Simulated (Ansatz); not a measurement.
Fluorite CeO₂ was calculated with r²SCAN in Ansatz (plane waves, PAW).

Run with plane-wave cutoff 600 eV, 8×8×8 k mesh, finite displacements, no spin polarisation, scalar-relativistic PAW data made under PBE.

Computed at the level's own relaxed cell.

Harmonic phonon frequencies (cm⁻¹; i marks an imaginary mode; at Γ without the LO shift):

```
q point                          frequencies
-------  -----------------------------------
Γ              0 0 0 267 267 267 436 436 436
X        130 130 155 219 219 260 442 442 582
L        115 115 205 337 337 371 371 406 513
```

Measured, for comparison: zone-centre TO phonon frequency 272 cm⁻¹ (temperature not stated, no zero-point or thermal correction; as tabulated in SRNL-STI-2020-00011).

No imaginary mode appears at these points.

Ansatz is a program for electronic structure.
